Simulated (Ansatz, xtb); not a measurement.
Molecule: C2H6N, net charge -1, singlet state. It need not be the lowest isomer of its formula. Whether it binds its extra electron was not tested at this geometry. SMILES: [CH2-]CN
Coordinates optimised at B3LYP-D3(BJ)/def2-TZVP (Ansatz, a program for electronic structure):
```
C
H 1 1.1006
H 1 1.1006 2 106.18
C 1 1.4837 2 111.23 3 121.14
H 4 1.1029 1 112.06 2 59.15
H 4 1.1029 5 109.49 1 -124.99
N 1 1.5546 2 102.95 3 -107.83
H 7 1.0216 1 103.83 2 -71.84
H 7 1.0216 8 101.74 1 107.62
```
Charge -1, spin multiplicity 1.

Harmonic wavenumbers from GFN2-xTB (xtb, at its own minimum), cm⁻¹: 260, 320, 398, 560, 783, 902, 979, 1001, 1142, 1245, 1295, 1300, 1489, 1554, 1605, 2562, 2613, 2815, 2836, 3288, 3309.

Problem. Give the harmonic wavenumbers at B3LYP-D3(BJ)/def2-TZVP (Ansatz, finite differences of forces, unscaled).

Solution. 216, 393, 411, 667, 724, 764, 998, 1006, 1103, 1257, 1296, 1339, 1433, 1453, 1634, 2915, 2926, 2938, 2967, 3366, 3429 cm⁻¹. Zero-point energy 47.5 kcal/mol.

Problem. From these and the geometry, give the ideal-gas thermochemistry at 298.15 K and 1 atm (rigid rotor, harmonic oscillator).

Solution. Point group Cs, rotational symmetry number 1. Rotational constants 34.11, 8.833, 8.008 GHz. S(trans) 37.28, S(rot) 22.41, S(vib) 5.14, S(elec, spin only) 0.00, S 64.8 cal/(mol K). H(298) - H(0) 3.38 kcal/mol; G - E(el) 31.6 kcal/mol.
